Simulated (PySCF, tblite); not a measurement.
# C6H8+ (doublet): geometry, infrared bands and EPR parameters

Wanted: the infrared bands and EPR parameters of C6H8+ (doublet) (`[CH2+][CH][C@H]1C=C1C`), by calculation.

Computed with tblite 0.8.0 and PySCF 2.14.0, with density-fitted response routines of our own, on a single molecule in the gas phase. Atoms count from 0, in the outputs and in this text.

**1. Starting geometry**

14 atoms, charge 1, multiplicity 2; geometry from: force field or distance geometry start.

Bonds of the start (Å): C0–C1 1.44, C1–C2 1.43, C2–C3 1.44, C3–C4 1.33, C4–C5 1.48, C4–C2 1.45, C0–H6 1.07, C0–H7 1.09, C1–H8 1.10, C2–H9 1.08, C3–H10 1.08, C5–H11 1.10, C5–H12 1.09, C5–H13 1.09.

**2. Geometry optimisation with GFN2-xTB**

The job: settings as JSON, then the geometry in Å.

```
{"job": {"kind": "relax", "xc": "GFN2-xTB", "basis": "xTB"}, "charge": 1, "multiplicity": 2}
C      2.212900     0.822100     0.860100
C      1.623700    -0.370400     0.317700
C      0.426000    -0.317000    -0.462500
C     -0.454000    -1.452900    -0.453300
C     -0.841800    -0.380100     0.234700
C     -2.089600     0.389400     0.036100
H      3.114200     0.769200     1.443000
H      1.720000     1.785500     0.727400
H      2.142700    -1.322200     0.497600
H      0.451400     0.243400    -1.388900
H     -1.063600    -1.956200    -1.188100
H     -2.682600     0.365300     0.959000
H     -1.864100     1.437100    -0.183300
H     -2.695900    -0.013600    -0.774900
```

Command:

```
$ OMP_NUM_THREADS=1 python probes_run.py task.json out
```

One launch serves the whole session: the jobs run in the order shown.

**Question.** This job is followed by: GFN2-xTB harmonic vibrations, gas phase; UKS B3LYP, pcH-1 on C H, non-relativistic, mean-field spin-orbit, GIAO. What will the session give for the following? strongest single infrared mode (GFN2-xTB); zero-point energy (GFN2-xTB); g(iso) (B3LYP); ⟨S²⟩; largest a(iso) (averaged by class).

As calculated:

```
                                 quantity                  value
strongest single infrared mode (GFN2-xTB)  1341 cm⁻¹, 185 km/mol
             zero-point energy (GFN2-xTB)          69.7 kcal/mol
                           g(iso) (B3LYP)                2.00282
                                     ⟨S²⟩     0.763 (exact 0.75)
       largest a(iso) (averaged by class)    1H on H10, 64.1 MHz
```

In words: The optimisation took 132 steps and gained 2.065 eV; among the close pairs (by a distance rule), C2–C4 changed most, from 1.448 to 1.601 Å. No mode is imaginary among the 36: a minimum at this level. The strongest single mode, at 1341 cm⁻¹, moves mainly H12 and H13. Unscaled tight-binding wavenumbers are off by several per cent, some by more. Its intensities can rank the bands wrongly. The largest share of the spin, 0.47 e, sits on C0. The isotropic g lies 0.5 ppt above the free-electron value. The conformer search found further structures of the same energy, which may be mirror or relabelled copies of this one.
